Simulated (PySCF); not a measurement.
## Molecular orbitals of SiN

PW91 at R = 1.576 Å; Si aug-pcseg-1, N aug-pcseg-1; no relativity (PySCF 2.14). State: ²Σ⁺ (doublet), unpaired electrons σ ↑. Only the outer orbitals are listed, counted within each symmetry.

```
spin  orbital  occ.  ε (eV)  on Si (%)           main shells (%)
   α       5σ     1  -19.79         20           77 N s, 13 Si s
   α       6σ     1  -10.76         58   55 Si s, 28 N p, 14 N s
   α       7σ     1   -7.83         58  39 N p, 33 Si p, 23 Si s
   α       2π     1   -7.24         26           73 N p, 25 Si p
   α       2π     1   -7.24         26           73 N p, 25 Si p
   α       3π     0   -2.81         83   74 Si p, 19 N p, 8 Si d
   α       3π     0   -2.81         83   74 Si p, 19 N p, 8 Si d
   β       5σ     1  -18.86         22           75 N s, 14 Si s
   β       6σ     1   -9.77         74   68 Si s, 13 N s, 13 N p
   β       2π     1   -6.91         31           68 N p, 30 Si p
   β       2π     1   -6.91         31           68 N p, 30 Si p
   β       7σ     0   -6.17         42  48 N p, 30 Si p, 10 Si s
   β       3π     0   -2.48         80           73 Si p, 22 N p
   β       3π     0   -2.48         80           73 Si p, 22 N p
```

Question: Which are the highest filled and the lowest empty level, where do they sit, and how wide is the gap?

Answer: Highest filled β 2π at -6.91 eV (in %: 68 N p, 30 Si p); lowest empty β 7σ at -6.17 eV (in %: 48 N p, 30 Si p, 10 Si s); the gap at PW91 is 0.74 eV.

| Item | Value |
| --- | --- |
| bond order (Mayer) | 2.47 |
| ⟨S²⟩ | 0.760 |
| charge on Si (Mulliken, basis-dependent) | 0.54 |
| charge on Si (Löwdin, basis-dependent) | 0.79 |
| dipole moment (positive dipole means Si(−)N(+)) | -2.83 D |

The state is the lowest determinant that a PBE0 search found; another state may lie lower at other levels.
